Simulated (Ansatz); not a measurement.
Bulk modulus B0 (GPa) of solids drawn from the class of elemental solids other than molecular ones, at two levels: PBE (plane waves, PAW; Ansatz, an electronic-structure program), and PBEsol (Ansatz, plane waves, PAW).

```json
[
 {"solid": "hcp Zn", "PBE": "62.5", "PBEsol": "81.8", "shift (%)": "+31"},
 {"solid": "bcc Cs", "PBE": "1.96", "PBEsol": "2.06", "shift (%)": "+5.1"},
 {"solid": "bcc V", "PBE": "182", "PBEsol": "197", "shift (%)": "+8.2"},
 {"solid": "hcp Hf", "PBE": "107", "PBEsol": "113", "shift (%)": "+5.6"},
 {"solid": "fcc Cu", "PBE": "141", "PBEsol": "168", "shift (%)": "+19.1"},
 {"solid": "fcc Al", "PBE": "76.9", "PBEsol": "81.5", "shift (%)": "+6.0"},
 {"solid": "fcc Pt", "PBE": "248", "PBEsol": "287", "shift (%)": "+15.7"},
 {"solid": "hcp Os", "PBE": "397", "PBEsol": "431", "shift (%)": "+8.6"},
 {"solid": "fcc Rh", "PBE": "257", "PBEsol": "295", "shift (%)": "+14.8"},
 {"solid": "hcp Cd", "PBE": "38.4", "PBEsol": "54.4", "shift (%)": "+42"}
]
```

The shifts run from +5.1 % to +42 %, with a median of +11.7 %.

Over all 10 rows PBEsol is the larger in 10.

Ansatz's runs of these crystals have no spin polarisation.

Spin–orbit coupling is left out, also for the solids with elements from indium on (bcc Cs, hcp Hf, fcc Pt, hcp Os); its size isn't shown.

Each level is taken at its own relaxed cell. Ansatz's density-functional and Hartree–Fock values are scalar-relativistic unless marked +SOC, with PAW data made under PBE.
